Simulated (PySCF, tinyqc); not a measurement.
RHF in the sto-3g basis, for CH2, spin multiplicity 1, step by step. This run ends on a higher stationary point, not on the lowest solution. The lowest restricted solution is unstable here: a spin-polarised one lies 0.0230 hartree lower (PySCF). One step of it, computed by the program tinyqc.

Problem. Iteration 2: building the Fock matrix. J_ij = sum D_kl (ij|kl), K_ij = sum D_kl (ik|jl); F = H + J - 0.5 K; E = tr D H + tr D J / 2 - 0.25 tr D K + E_nn.

D after iteration 1, order 1C 1s, 1C 2s, 1C 2px, 1C 2py, 1C 2pz, 2H 1s, 3H 1s:
```
[[2.052127, -0.208726, 0.000000, 0.000000, -0.064298, -0.148764, -0.148764],
 [-0.208726, 0.882990, 0.000000, 0.000000, 0.211069, 0.446251, 0.446251],
 [0.000000, 0.000000, 2.000000, 0.000000, 0.000000, 0.000000, 0.000000],
 [0.000000, 0.000000, 0.000000, 0.358429, 0.000000, 0.460177, -0.460177],
 [-0.064298, 0.211069, 0.000000, 0.000000, 0.050557, 0.106983, 0.106983],
 [-0.148764, 0.446251, 0.000000, 0.460177, 0.106983, 0.817272, -0.364344],
 [-0.148764, 0.446251, 0.000000, -0.460177, 0.106983, -0.364344, 0.817272]]
```

core Hamiltonian H = T + V (hartree), order 1C 1s, 1C 2s, 1C 2px, 1C 2py, 1C 2pz, 2H 1s, 3H 1s:
```
[[-18.509011, -4.463743, 0.000000, 0.000000, -0.010856, -0.536200, -0.536200],
 [-4.463743, -5.460543, 0.000000, 0.000000, -0.122269, -1.462542, -1.462542],
 [0.000000, 0.000000, -4.365213, 0.000000, 0.000000, 0.000000, 0.000000],
 [0.000000, 0.000000, 0.000000, -4.466414, 0.000000, -1.130800, 1.130800],
 [-0.010856, -0.122269, 0.000000, 0.000000, -4.407075, -0.746786, -0.746786],
 [-0.536200, -1.462542, 0.000000, -1.130800, -0.746786, -2.917943, -0.262454],
 [-0.536200, -1.462542, 0.000000, 1.130800, -0.746786, -0.262454, -2.917943]]
```

Two-electron integrals (ij|kl) in chemists' order, unique and non-zero (hartree):
```
(11|11) 3.541948    (21|11) 0.576921    (21|21) 0.111888    (22|11) 0.854682
(22|21) 0.205284    (22|22) 0.624709    (31|31) 0.020296    (32|31) 0.030858
(32|32) 0.137996    (33|11) 0.852436    (33|21) 0.205335    (33|22) 0.624568
(33|33) 0.672833    (41|41) 0.020296    (42|41) 0.030858    (42|42) 0.137996
(43|43) 0.036269    (44|11) 0.852436    (44|21) 0.205335    (44|22) 0.624568
(44|33) 0.600295    (44|44) 0.672833    (51|51) 0.020296    (52|51) 0.030858
(52|52) 0.137996    (53|53) 0.036269    (54|54) 0.036269    (55|11) 0.852436
(55|21) 0.205335    (55|22) 0.624568    (55|33) 0.600295    (55|44) 0.600295
(55|55) 0.672833    (61|11) 0.068772    (61|21) 0.013267    (61|22) 0.024339
(61|33) 0.024264    (61|41) 0.000645    (61|42) 0.001221    (61|44) 0.024430
(61|51) 0.000415    (61|52) 0.000785    (61|54) 0.000107    (61|55) 0.024332
(61|61) 0.001605    (62|11) 0.194734    (62|21) 0.047545    (62|22) 0.163256
(62|33) 0.159114    (62|41) 0.003757    (62|42) 0.027981    (62|44) 0.167788
(62|51) 0.002416    (62|52) 0.017996    (62|54) 0.005579    (62|55) 0.162702
(62|61) 0.005882    (62|62) 0.060496    (63|31) 0.004425    (63|32) 0.024528
(63|43) 0.005200    (63|53) 0.003344    (63|63) 0.006665    (64|11) 0.150454
(64|21) 0.037164    (64|22) 0.135306    (64|33) 0.128705    (64|41) 0.006909
(64|42) 0.045504    (64|44) 0.145644    (64|51) 0.001598    (64|52) 0.013491
(64|54) 0.007550    (64|55) 0.131410    (64|61) 0.004768    (64|62) 0.059360
(64|64) 0.063850    (65|11) 0.096765    (65|21) 0.023902    (65|22) 0.087023
(65|33) 0.082778    (65|41) 0.001598    (65|42) 0.013491    (65|44) 0.086983
(65|51) 0.005453    (65|52) 0.033205    (65|54) 0.007904    (65|55) 0.091206
(65|61) 0.003067    (65|62) 0.038178    (65|64) 0.036779    (65|65) 0.030319
(66|11) 0.371375    (66|21) 0.092128    (66|22) 0.361674    (66|33) 0.344060
(66|41) 0.008027    (66|42) 0.083013    (66|44) 0.381074    (66|51) 0.005163
(66|52) 0.053390    (66|54) 0.023805    (66|55) 0.359371    (66|61) 0.011481
(66|62) 0.180866    (66|64) 0.194834    (66|65) 0.125309    (66|66) 0.774606
(71|11) 0.068772    (71|21) 0.013267    (71|22) 0.024339    (71|33) 0.024264
(71|41) -0.000645   (71|42) -0.001221   (71|44) 0.024430    (71|51) 0.000415
(71|52) 0.000785    (71|54) -0.000107   (71|55) 0.024332    (71|61) 0.001561
(71|62) 0.005547    (71|64) 0.004171    (71|65) 0.002902    (71|66) 0.010732
(71|71) 0.001605    (72|11) 0.194734    (72|21) 0.047545    (72|22) 0.163256
(72|33) 0.159114    (72|41) -0.003757   (72|42) -0.027981   (72|44) 0.167788
(72|51) 0.002416    (72|52) 0.017996    (72|54) -0.005579   (72|55) 0.162702
(72|61) 0.005547    (72|62) 0.040766    (72|64) 0.029525    (72|65) 0.025080
(72|66) 0.092206    (72|71) 0.005882    (72|72) 0.060496    (73|31) 0.004425
(73|32) 0.024528    (73|43) -0.005200   (73|53) 0.003344    (73|63) 0.004132
(73|73) 0.006665    (74|11) -0.150454   (74|21) -0.037164   (74|22) -0.135306
(74|33) -0.128705   (74|41) 0.006909    (74|42) 0.045504    (74|44) -0.145644
(74|51) -0.001598   (74|52) -0.013491   (74|54) 0.007550    (74|55) -0.131410
(74|61) -0.004171   (74|62) -0.029525   (74|64) -0.018104   (74|65) -0.017891
(74|66) -0.064662   (74|71) -0.004768   (74|72) -0.059360   (74|74) 0.063850
(75|11) 0.096765    (75|21) 0.023902    (75|22) 0.087023    (75|33) 0.082778
(75|41) -0.001598   (75|42) -0.013491   (75|44) 0.086983    (75|51) 0.005453
(75|52) 0.033205    (75|54) -0.007904   (75|55) 0.091206    (75|61) 0.002902
(75|62) 0.025080    (75|64) 0.017891    (75|65) 0.019241    (75|66) 0.059590
(75|71) 0.003067    (75|72) 0.038178    (75|74) -0.036779   (75|75) 0.030319
(76|11) 0.031810    (76|21) 0.007809    (76|22) 0.028106    (76|33) 0.027304
(76|44) 0.028062    (76|51) 0.000650    (76|52) 0.005313    (76|55) 0.028920
(76|61) 0.000945    (76|62) 0.009300    (76|64) 0.007995    (76|65) 0.006462
(76|66) 0.026113    (76|71) 0.000945    (76|72) 0.009300    (76|74) -0.007995
(76|75) 0.006462    (76|76) 0.001853    (77|11) 0.371375    (77|21) 0.092128
(77|22) 0.361674    (77|33) 0.344060    (77|41) -0.008027   (77|42) -0.083013
(77|44) 0.381074    (77|51) 0.005163    (77|52) 0.053390    (77|54) -0.023805
(77|55) 0.359371    (77|61) 0.010732    (77|62) 0.092206    (77|64) 0.064662
(77|65) 0.059590    (77|66) 0.221986    (77|71) 0.011481    (77|72) 0.180866
(77|74) -0.194834   (77|75) 0.125309    (77|76) 0.026113    (77|77) 0.774606
```

nuclear repulsion = 4.70650691 hartree

Give: Coulomb J; exchange K; Fock matrix F; total energy of this density.

Solution.

Coulomb J (hartree), order 1C 1s, 1C 2s, 1C 2px, 1C 2py, 1C 2pz, 2H 1s, 3H 1s:
```
[[11.045, 2.114, 0.000, 0.000, 0.028, 0.252, 0.252],
 [2.114, 4.858, 0.000, 0.000, 0.208, 1.317, 1.317],
 [0.000, 0.000, 4.891, 0.000, 0.000, 0.000, 0.000],
 [0.000, 0.000, 0.000, 4.880, 0.000, 1.105, -1.105],
 [0.028, 0.208, 0.000, 0.000, 4.788, 0.742, 0.742],
 [0.252, 1.317, 0.000, 1.105, 0.742, 3.219, 0.230],
 [0.252, 1.317, 0.000, -1.105, 0.742, 0.230, 3.219]]
```

exchange K (hartree), order 1C 1s, 1C 2s, 1C 2px, 1C 2py, 1C 2pz, 2H 1s, 3H 1s:
```
[[7.161, 1.251, 0.000, 0.000, -0.002, 0.151, 0.151],
 [1.251, 1.419, 0.000, 0.000, 0.335, 0.630, 0.630],
 [0.000, 0.000, 1.571, 0.000, 0.000, 0.000, 0.000],
 [0.000, 0.000, 0.000, 0.932, 0.000, 0.519, -0.519],
 [-0.002, 0.335, 0.000, 0.000, 0.415, 0.272, 0.272],
 [0.151, 0.630, 0.000, 0.519, 0.272, 1.089, 0.060],
 [0.151, 0.630, 0.000, -0.519, 0.272, 0.060, 1.089]]
```

Fock matrix F (hartree), order 1C 1s, 1C 2s, 1C 2px, 1C 2py, 1C 2pz, 2H 1s, 3H 1s:
```
[[-11.045, -2.976, 0.000, 0.000, 0.018, -0.360, -0.360],
 [-2.976, -1.312, 0.000, 0.000, -0.082, -0.461, -0.461],
 [0.000, 0.000, -0.260, 0.000, 0.000, 0.000, 0.000],
 [0.000, 0.000, 0.000, -0.053, 0.000, -0.286, 0.286],
 [0.018, -0.082, 0.000, 0.000, 0.173, -0.141, -0.141],
 [-0.360, -0.461, 0.000, -0.286, -0.141, -0.244, -0.063],
 [-0.360, -0.461, 0.000, 0.286, -0.141, -0.063, -0.244]]
```

total energy of this density = -38.05020 hartree
